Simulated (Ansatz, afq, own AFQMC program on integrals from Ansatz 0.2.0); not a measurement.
AFQMC on a folder of integrals that Ansatz 0.2.0 wrote.

```yaml
crystal:
  periodic: [false, false, false]
  atoms:
    - {symbol: F, position_ang: [0.000000, 0.000000, 0.000000]}
    - {symbol: Mg, position_ang: [0.000000, 0.000000, 6.189000]}
basis:
  gaussian: {orbitals: aug-cc-pVDZ}
total_charge: -1
magnetization: {spin_polarized: false, initial_magnetization: 2}
correlation: {method: ccsd_t, electrons: outside_noble_gas, hamiltonian_folder: ham}
```

```sh
$ ansatz run in.yaml --threads 1 --pin off --events-out ev --progress --plain --max-ram 1382MiB
```

afq runs on the folder ham with

```
--method phaseless --trial hf --walkers 120 --populations 1 --least-time 40 --time-step 0.005 --steps-per-block 20 --equilibration-blocks 160 --max-blocks 600 --target-error 0.00228 --factor-cut 1e-05 --start spin_pure --seed 5722 --taylor-order 6
```

Times are imaginary, in 1/Eh. The walk had a cap of 1931 s.

Output of the walk:

```
orbitals 44  electrons 6 4  factors 268 of 472
reference energy -298.97506911 Eh
CCSD correlation -0.23849719 Eh in 18 cycles, weight of the determinant in the CISD state 0.9279
energy of the start -298.975069 Eh
 block  time / (1/Eh)  mean weight  energy / Eh
     1     0.100  1.0043  -299.054940
     2     0.200  1.0031  -299.107826
     3     0.300  1.0016  -299.146150
     4     0.400  1.0016  -299.172034
     5     0.500  1.0014  -299.203742
     9     0.900  1.0019  -299.220197
    58     5.800  1.0001  -299.202316
   134    13.400  0.9992  -299.192911
   210    21.000  0.9987  -299.227133
   286    28.600  1.0008  -299.227064
   362    36.200  1.0020  -299.218735
   419    41.900  1.0052  -299.296842
   438    43.800  1.0010  -299.263875
   514    51.400  0.9997  -299.244393
   590    59.000  1.0007  -299.235808
   628    62.800  0.9949  -299.165817
   666    66.600  1.0020  -299.190154
   742    74.200  0.9997  -299.290571
blocks merged  error / Eh  count
     1  0.001225  600
     2  0.001538  300
     4  0.001851  150
     8  0.002120  75
    16  0.002580  37
    32  0.002960  18
    64  0.002915  9
energy -299.230359 +/- 0.002960 Eh
(rows thinned)
```

The run passed its tests (sampling time, drift between the halves within three errors, error under three times the target), which doesn't prove that it has relaxed.

Against this walk (error 80.5 meV) on the same determinant: CCSD(T) 294.3 meV higher, CCSDT(Q) 277.5 meV higher, a separate phaseless walk with a CISD trial and standard settings 309.7 ± 87.0 meV higher. The error is statistical and leaves out the bias of the constraint. CCSDT(Q) is the surest value here, so the walk's 278 meV below it is most likely the bias of the constraint with this trial, which can have either sign.

Cautions: constraint bias not in the error; error above the target (80.5 against 62.0 meV); lower spins were not checked.

The walk took 2.5 min on 1 thread of AMD EPYC 9R45 96-Core Processor (Zen 5), with other jobs on the host. The log's last line is the phaseless energy.

CCSDT and higher add their correlation energy to the determinant of the CCSD(T) run, since their own runs factorise the integrals more tightly (a shift of under 2 meV). A walk keeps the symmetry of its determinant, which the program's search chose and which needn't be the lowest solution, so a lower state of the same spin and another symmetry isn't excluded.
